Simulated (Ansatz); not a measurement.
```yaml
crystal:
  periodic: [false, false, false]
  atoms:
    - {symbol: Ti, position_ang: [0.000000, 0.000000, 0.000000]}
    - {symbol: C, position_ang: [0.000000, 0.000000, 2.210000]}
basis:
  gaussian: {orbitals: def2-TZVP}
total_charge: 1
magnetization: {spin_polarized: true, initial_magnetization: 5}
hamiltonian: {xc: pbe0}
relax: {f_tol: 0.004, max_steps: 80}
```

```sh
$ ansatz run in.yaml --threads 1 --pin off --events-out ev --progress --plain --max-ram 2176MiB
```

Steps of the relaxation (energy above the last step; positions in Å, forces in eV/Å):

```
2
step 1, 243.6 meV
Ti    0.000    0.000    0.000    0.000    0.000    2.001
C     0.000    0.000    2.210    0.000    0.000   -2.001
```

```
2
step 2, 5.6 meV
Ti    0.000    0.000    0.118    0.000    0.000   -0.424
C     0.000    0.000    2.092    0.000    0.000    0.424
```

```
2
step 3, 0.5 meV
Ti    0.000    0.000    0.109    0.000    0.000   -0.126
C     0.000    0.000    2.101    0.000    0.000    0.126
```

```
2
step 4, 0.0 meV
Ti    0.000    0.000    0.105    0.000    0.000   -0.002
C     0.000    0.000    2.105    0.000    0.000    0.002
```

Close pairs at the end: Ti1–C2 2.000 Å.

A stationary point of unrestricted PBE0 after 4 steps, with ⟨S²⟩ = 8.752 against 8.75 for a pure state. 54 s on 1 thread of Arm Neoverse V2, shared host.
